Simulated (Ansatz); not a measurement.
Basis-set extrapolation for C$_{7}$H$_{16}$ (`CC(C)CC(C)C`) (PBE0-D4/def2-TZVP geometry, frozen core, Ansatz 0.2.0). Multiplicity 1, RHF reference.

|  | def2-TZVPP | def2-QZVPP |
| --- | --- | --- |
| HF | -274.496007 | -274.509064 |
| MP2 correlation | -1.248025 | -1.324210 |
| CCSD(T) correlation | -1.380055 | not run |

Energies in hartree. Use E(X) = E(∞) + A·exp(−7.88·√X) for Hartree–Fock and E(X) = E(∞) + B·X^(−2.97) for correlation, with X = 3 and 4, and add CCSD(T) minus MP2 of the smaller set to the MP2 limit.

Problem. What is the CCSD(T) energy at the basis-set limit?

Solution. HF limit: -274.509064 + (-0.013057) × 0.13774 = -274.51086. MP2 limit: -1.324210 + (-0.076185) × 0.74074 = -1.38064. Higher-order term: -1.380055 − (-1.248025) = -0.13203. Total: -276.02353 hartree, 387.2 kJ/mol below CCSD(T)/def2-TZVPP.
